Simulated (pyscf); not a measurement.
# Addition across a multiple bond or ene-type step: `[F][W]([F])(=[S])=[S]` + `[SH2]` → `[F][W]([F])(=[S])([SH])[SH]`

Gas phase, singlet surface, charge 0. Bonds broken: S6–H7. Bonds formed: S1–H7, W2–S6. Optimised with ωB97X-D3(BJ)/def2-SVP in PySCF.

Transition state (Å):

```xyz
8

S      0.7259     0.0104     0.8871
W     -1.3099    -0.4102     0.1070
S     -1.3259    -2.2192    -0.9378
F     -2.7714     0.7320    -0.1668
F     -2.1210    -0.8239     1.7301
S     -0.5688     1.0666    -1.8253
H      0.3736     0.8916    -0.3731
H      0.3399     0.2531    -2.3964
```

One imaginary mode, 1096i cm⁻¹; descent along it reached the two sides named, in the forms told below.

```
bond   change  reactant side (Å)  saddle  product side
-----  ------  -----------------  ------  ------------
S6–H7  breaks              1.349   1.740           3.2
S1–H7   forms                3.4   1.578         1.347
W2–S6   forms                2.6   2.542         2.348
```

Electronic energies relative to the separated reactants (kJ/mol):

```tsv
level	barrier	reaction energy	reverse barrier
ωB97X-D3(BJ)/def2-TZVP	45.1	-49.5	94.7
PBE/def2-TZVP	54.4	-14.3	68.7
r²SCAN/def2-TZVP	53.0	-27.2	80.1
B3LYP-D3(BJ)/def2-TZVP	67.7	-20.8	88.5
PBE0-D3(BJ)/def2-TZVP	51.6	-27.2	78.8
M06-2X/def2-TZVP	79.5	-18.4	97.8
ωB97M-D3(BJ)/def2-TZVP	77.8	-16.0	93.8
HF/def2-TZVP	155.9	+6.4	149.5
```

With ωB97M-D3(BJ)/def2-TZVP energies and thermal terms (ideal gas, 1 atm, RRHO with modes under 100 cm⁻¹ raised to 100, one conformer, R ln 2 for rigid chiral ones), in kJ/mol:

| T (K) | ΔH‡ | ΔG‡ | ΔH | ΔG |
|---|---|---|---|---|
| 298 | 71.3 | 117.2 | -11.5 | +31.1 |
| 600 | 73.9 | 162.9 | -6.9 | +72.6 |
| 900 | 77.6 | 206.6 | -1.8 | +111.2 |
| 1200 | 81.3 | 249.0 | +3.3 | +148.1 |

On the reactant side the descent ends in an adduct with a S–W contact, 58.9 kJ/mol under the separated species and 104.1 kJ/mol under the saddle at ωB97X-D3(BJ)/def2-TZVP. What is counted as formed (S–W) is already present as a longer contact in the reactant adduct; forming that adduct is a step of its own. One saddle was located; it need not be the lowest between these sides. Elements past Kr carry the def2 core potentials, without spin-orbit coupling.
